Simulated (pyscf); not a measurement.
Single points on ωB97X-D3(BJ)/def2-SVP structures (PySCF, gas phase).

For the elementary gas-phase step `[F][SiH2][SiH]([SiH3])[SiH3]` + `[H][H]` -> `[SiH3][SiH]([SiH3])[SiH3]` + `[FH]` (singlet surface; F–Si, H–H broken, H–Si, F–H formed), what barrier and reaction energy does ωB97M-D3(BJ)/def2-TZVP give, measured from the separated reactants?

ΔE‡ = 226.1 kJ/mol, ΔE = +99.9 kJ/mol. Zero-point energy shifts the barrier by +11.1 kJ/mol. It is a four-centre exchange, with an imaginary mode of 1144i cm⁻¹. At the saddle there is also a short H–Si contact that neither side keeps. This is the saddle that the search found; another between the same sides may lie lower.
